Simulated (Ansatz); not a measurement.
Compare A (`C=N/C=C/CF`) with its isomer B (`CC1=C(F)NC1`).

Isolated molecules relaxed with PBE0-D4/def2-TZVP in Ansatz; ΔE leaves out vibrations. CCSD(T)/CBS is the MP2 limit (def2-TZVPP, def2-QZVPP) plus CCSD(T) − MP2 in def2-TZVPP, frozen cores. Functionals use def2-TZVPP. One conformer a species, not always the lowest.

**Question.** Which isomer does CCSD(T)/CBS put lower? Give the gap. (Best estimate.)

**Answer.** Computed: A, by 25.6 kJ/mol.

**Question.** Give E(B) − E(A) in kJ/mol with B2PLYP, ωB97M-V, MP2/def2-TZVPP, PBE0-D4, r2SCAN-D4, CCSD(T)/def2-TZVPP, PBE-D4. (Best estimate.)

**Answer.** The calculation gave: B2PLYP 33.4, ωB97M-V 17.1, MP2/def2-TZVPP 12.1, PBE0-D4 4.3, r2SCAN-D4 19.2, CCSD(T)/def2-TZVPP 26.9, PBE-D4 11.1. None reverses the order clearly.

Largest T1 diagnostic: 0.012.

From PBE to PBE0 (25 % exact exchange), in def2-TZVPP and without D4, E(B) − E(A) moves by −7.1 kJ/mol. In def2-TZVPP, CCSD(T) changes the Hartree–Fock value by −26.2 kJ/mol (the triples alone add −0.7 kJ/mol) and MP2 by −41.0 kJ/mol.
